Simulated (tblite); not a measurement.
Potential energy surface of H₃ (cation, charge +1), singlet: collinear H-H-H surface. Scanned: first H-H distance and second H-H distance.

Cartesian coordinates as functions of the variables (Å; names that start with a are angles):
```
H  0  0  -r1
H  0  0  0
H  0  0  r2
```

Method: tblite 0.5.0 with GFN2-xTB, 300 K electronic temperature.

Energy in kcal/mol above the lowest grid point; x is the first H-H distance (Å), y the second H-H distance (Å).

| y \ x | 0.63 | 0.70 | 0.76 | 0.82 | 0.89 | 0.96 | 1.05 | 1.14 | 1.27 | 1.42 | 1.63 | 1.91 | 2.15 |
|---|---|---|---|---|---|---|---|---|---|---|---|---|---|
| 2.15 | 70.7 | 59.8 | 54.5 | 51.8 | 50.9 | 51.8 | 54.9 | 59.2 | 66.6 | 75.8 | 88.3 | 102.5 | 111.9 |
| 1.91 | 63.3 | 52.2 | 46.7 | 43.8 | 42.7 | 43.5 | 46.4 | 50.6 | 57.8 | 66.9 | 79.2 | 93.3 | 102.5 |
| 1.63 | 51.9 | 40.4 | 34.7 | 31.5 | 30.2 | 30.7 | 33.4 | 37.4 | 44.5 | 53.4 | 65.5 | 79.2 | 88.3 |
| 1.42 | 41.9 | 30.1 | 24.1 | 20.7 | 19.2 | 19.6 | 22.0 | 25.9 | 32.7 | 41.4 | 53.4 | 66.9 | 75.8 |
| 1.27 | 34.7 | 22.7 | 16.5 | 12.9 | 11.2 | 11.5 | 13.8 | 17.5 | 24.2 | 32.7 | 44.5 | 57.8 | 66.6 |
| 1.14 | 29.4 | 17.2 | 10.8 | 7.0 | 5.1 | 5.2 | 7.3 | 10.9 | 17.5 | 25.9 | 37.4 | 50.6 | 59.2 |
| 1.05 | 26.9 | 14.4 | 7.8 | 3.9 | 1.9 | 1.9 | 3.9 | 7.3 | 13.8 | 22.0 | 33.4 | 46.4 | 54.9 |
| 0.96 | 26.2 | 13.4 | 6.6 | 2.4 | 0.2 | 0.0 | 1.9 | 5.2 | 11.5 | 19.6 | 30.7 | 43.5 | 51.8 |
| 0.89 | 27.7 | 14.7 | 7.4 | 3.0 | 0.5 | 0.2 | 1.9 | 5.1 | 11.2 | 19.2 | 30.2 | 42.7 | 50.9 |
| 0.82 | 32.2 | 18.8 | 11.0 | 5.9 | 3.0 | 2.4 | 3.9 | 7.0 | 12.9 | 20.7 | 31.5 | 43.8 | 51.8 |
| 0.76 | 38.7 | 25.0 | 16.7 | 11.0 | 7.4 | 6.6 | 7.8 | 10.8 | 16.5 | 24.1 | 34.7 | 46.7 | 54.5 |
| 0.70 | 47.3 | 33.5 | 25.0 | 18.8 | 14.7 | 13.4 | 14.4 | 17.2 | 22.7 | 30.1 | 40.4 | 52.2 | 59.8 |
| 0.63 | 61.2 | 47.3 | 38.7 | 32.2 | 27.7 | 26.2 | 26.9 | 29.4 | 34.7 | 41.9 | 51.9 | 63.3 | 70.7 |

Points that lie below all their neighbours on the grid: x = 0.96, y = 0.96 (0.0 kcal/mol).
